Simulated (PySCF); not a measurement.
# C5H9N (Propanenitrile, 2,2-dimethyl-): the cost of one run

Computed with PySCF 2.14.0, with density-fitted response routines of our own, on a single molecule, in the gas phase or a continuum. Atoms count from 0, in the outputs and in this text.

**1. The molecule as given**

15 atoms, charge 0, multiplicity 1; geometry from: GFN2-xTB. The atoms were then displaced at random by about 0.01 Å, so the start is not that level's minimum.

Bonds of the start (Å): C0–C1 1.53, C1–C2 1.55, C1–C3 1.56, C1–C4 1.44, C4–N5 1.15, C0–H6 1.11, C0–H7 1.08, C0–H8 1.08, C2–H9 1.08, C2–H10 1.08, C2–H11 1.08, C3–H12 1.04, C3–H13 1.11, C3–H14 1.07.

**2. Optimising the geometry at PBE0-D3(BJ)/def2-TZVP**

The job: settings as JSON, then the geometry in Å.

```
{"job": {"xc": "PBE0", "basis": "def2-TZVP", "d3": "d3bj", "grid": 2, "shake": 0.01, "kind": "geom"}, "charge": 0, "multiplicity": 1}
C      0.521430     1.300900     0.444190
C     -0.069590    -0.076630     0.160520
C     -1.259630     0.004420    -0.827840
C      1.065390    -0.993420    -0.386400
C     -0.552450    -0.632710     1.401600
N     -0.937310    -1.057970     2.394030
H     -0.260290     1.976460     0.846080
H      1.334320     1.280180     1.150880
H      0.872690     1.767240    -0.465210
H     -1.658740    -0.984800    -0.988880
H     -0.908890     0.416420    -1.758210
H     -2.021600     0.645410    -0.416860
H      1.827470    -1.062480     0.314530
H      0.622000    -1.991470    -0.555090
H      1.409870    -0.608920    -1.320590
```

Launch:

```console
$ OMP_NUM_THREADS=1 python probes_run.py task.json out
```

One launch serves the whole session: the jobs run in the order shown.

**Question.** How long does this first job take on 1 thread of Arm Neoverse V1, shared host, and how much memory does it need?

About 3.7 min, with a peak of 1.2 GiB.
